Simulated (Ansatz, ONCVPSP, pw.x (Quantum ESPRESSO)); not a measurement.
**W: one change to the ONCV potential, in the atom and in the fcc crystal**

ONCVPSP 4.0.1.1 (patched build) input, shortened (lines: element, Z, core and valence counts, functional; n l f; lmax; l rc ep ncon nbas qcut; lloc lpopt rc5 dvloc0; l nproj debl; icmod fcfact rcfact), LDA (Perdew-Wang 92), scalar-relativistic:

```
  W 74.00   11    3  -001012      upf
    1    0    2.00
    2    0    2.00
    2    1    6.00
    3    0    2.00
    3    1    6.00
    3    2   10.00
    4    0    2.00
    4    1    6.00
    4    2   10.00
    4    3   14.00
    5    0    2.00
    5    1    6.00
    5    2    4.00
    6    0    2.00
    2
    0    2.70    0.00    4    7    2.10
    1    1.85    0.00    3    6    5.80
    2    1.70    0.00    3    7    6.20
    4    5    1.65    6.00
    0    2    0.90
    1    3    2.90
    2    2    1.90
    2    0.75    0.85
```

Change: p: rc 1.42; local potential polynomial inside 1.42 bohr (lpopt 5, dvloc0 6 Ha).

Cutoffs, loose and tight: the cutoffs (Ha) at which the residual kinetic energy of the hardest occupied pseudo-wave falls to 1 and 0.1 mHa per electron. They do not see the model core or the augmentation charge, which bear on the density cutoff. Test errors are all-electron minus pseudo excitation energies from the reference, over the configurations 5p6 5d4 6s1; 5p6 5d4 6s0; 5p6 5d3 6s0; 5p6 5d4 6s1 6p1; variants that change the core or the reference have their own tests.

Crystal test: fcc W in pw.x 7.5, no spin, 14³ k-points, Fermi–Dirac smearing 0.01 Ry, cutoffs set for each file from its atomic test. The reference is all-electron LAPW (Ansatz 0.2.0) with the same functional, mesh and smearing; V0 and B0 come from Birch–Murnaghan fits to the pressures at five volumes. Errors are pseudo minus all-electron; Δ is the rms difference of the E(V) curves that follow from these fits, minima aligned, over ±6 % about the mean V0. Mesh and smearing are coarse, so the numbers serve the comparison and aren't converged zero-temperature values; the lattice is a test structure that the element need not adopt.

All-electron: a0 = 3.975 Å (V0 = 15.70 Å³/atom), B0 = 309.7 GPa.

Does the change bring the crystal closer to the all-electron result?

The mean pressure error goes from -2.14 to -3.80 GPa, so the change moves the solid further from the all-electron pressures.

```csv
quantity,base,changed
outcome (atom),generated,generated
"cutoff, loose (atom)",14 Ha,29 Ha
"cutoff, tight (atom)",17 Ha,72 Ha
bound ghosts (atom),none,none
largest test error (meV) (atom),-23,-23
cutoffs in pw.x (Ry),50/200,170/680
a0 (Å),3.966,3.958
a0 error (%),-0.23,-0.41
B0 error (%),-0.0,+0.3
Δ (meV/atom),7.3,13.1
mean pressure error (GPa),-2.14,-3.80
```

Changed file: The generator flags a localised state at positive energy (s at 11 eV).
